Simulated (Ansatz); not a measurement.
# Al2H (doublet): CAM-B3LYP, wB97M-V, B2PLYP over a scan of the angle Al2–Al1–H3, cc-pVTZ

Aim: run Al2H (doublet) with these functionals over a scan of the angle Al2–Al1–H3, and hold them against the top wave-function level at the same points.

Computed with Ansatz 0.2.0, Gaussian basis. Level: cc-pVTZ, all electrons in the functionals, frozen cores in the correlation of double hybrids and RPA.

To be run: CAM-B3LYP, wB97M-V, B2PLYP, at 69.8°; 85.5°; 107.6°; 125.4°; 143.7°; 156.5°; 180.0°.

24 further runs of the same task are left out: 8 for a known fault of the program, 1 for a mislabelled method, 12 that didn't finish, 3 set aside as unsound or not needed.

## (1) What is computed

The geometry derives from a PBE0/def2-TZVP stationary point (not a proven minimum). One angle is set to the value named; bond lengths are kept.

3 atoms, charge 0, spin multiplicity 2.

Atoms are counted from 1 here; the program's logs count them from 0.

Bond lengths: Al1–Al2 2.677 Å, Al1–H3 1.619 Å. Angles: Al2–Al1–H3 180.0°.

No dispersion term is added; wB97M-V holds VV10 nonlocal correlation.

The geometry shown and the zero of energy belong to the point 180.0°. The yardstick, UCCSDT(Q), and other wave-function levels (R restricted, U unrestricted, valence and pair active spaces) come from earlier runs.

## (2) CAM-B3LYP, 69.8°

File in.yaml:

```yaml
crystal:
  periodic: [false, false, false]
  atoms:
    - {symbol: Al, position_ang: [-1.101970, 0.000000, 0.734771]}
    - {symbol: Al, position_ang: [1.093526, 0.000000, -0.796828]}
    - {symbol: H, position_ang: [0.226045, 0.000000, 1.661207]}
basis:
  gaussian: {orbitals: cc-pVTZ}
magnetization: {spin_polarized: true, initial_magnetization: 1}
hamiltonian: {xc: {name: CAM-B3LYP}}
```

Started as:

```sh
ansatz run in.yaml --threads 1 --pin off --events-out ev --progress --plain --max-ram 2502MiB
```

Further steps of the session: CAM-B3LYP, 85.5°; CAM-B3LYP, 107.6°; CAM-B3LYP, 125.4°; CAM-B3LYP, 143.7°; CAM-B3LYP, 156.5°; CAM-B3LYP, 180.0°; wB97M-V, 69.8°; wB97M-V, 85.5°; wB97M-V, 107.6°; wB97M-V, 125.4°; wB97M-V, 143.7°; wB97M-V, 156.5°; wB97M-V, 180.0°; B2PLYP, 69.8°; B2PLYP, 85.5°; B2PLYP, 107.6°; B2PLYP, 125.4°; B2PLYP, 143.7°; B2PLYP, 156.5°; B2PLYP, 180.0°.

**Question.** What will the summary of the whole plan be? Wanted: span of the UCCSDT(Q) curve; largest miss, CAM-B3LYP; largest miss, wB97M-V; largest miss, B2PLYP.

As calculated:

| quantity | value |
| --- | --- |
| span of the UCCSDT(Q) curve | 15.9 kJ/mol |
| largest miss, CAM-B3LYP | -6.0 kJ/mol (69.8°) |
| largest miss, wB97M-V | -5.6 kJ/mol (69.8°) |
| largest miss, B2PLYP | -2.0 kJ/mol (69.8°) |

What this shows: Of the functionals, B2PLYP keep the smallest largest miss at the points compared (at most 2.0 kJ/mol) and CAM-B3LYP strays most (6.0 kJ/mol, at 69.8°). Functionals and the yardstick converge differently with the basis, so part of each miss in cc-pVTZ is the basis.
